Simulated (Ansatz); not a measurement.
A run for Ansatz (a first-principles code): R-RI-MP2/aug-cc-pVQZ on C2H2 (SMILES C#C) with ghost functions. Files ending in .json are basis or fitting sets from the Basis Set Exchange.

Ansatz 0.2 input:
```yaml
crystal:
  periodic: [false, false, false]
  atoms:
    - {symbol: C, position_ang: [-1.01633814, 0.04293078, 0.03362982]}
    - {symbol: H, position_ang: [0.04953186, 0.01255878, 0.00903682]}
    - {symbol: C, position_ang: [-2.22821514, 0.07667178, 0.06100182]}
    - {symbol: H, position_ang: [-3.28874814, 0.10702378, 0.08560282]}
basis:
  gaussian:
    orbitals: aug-cc-pVQZ
    fitting: {mean_field: def2-universal-JKFIT, correlation: aug-cc-pVQZ-RIFIT.json}
    ghost_atoms:
      - {symbol: O, position_ang: [2.27910186, -0.07301822, -0.05780718]}
      - {symbol: H, position_ang: [2.84945786, -0.66278722, 0.43921982]}
      - {symbol: H, position_ang: [2.85109786, 0.27796978, -0.74318018]}
magnetization: {spin_polarized: false}
correlation: {method: mp2, electrons: outside_noble_gas}
scf: {lower_state_search: off}
```

Problem. Predict the final total energy.

Solution. -77.1857 hartree.

Problem. How many basis functions does it have, and what does it roughly cost on one machine?

Solution. 424 functions; very roughly 7 core-seconds.
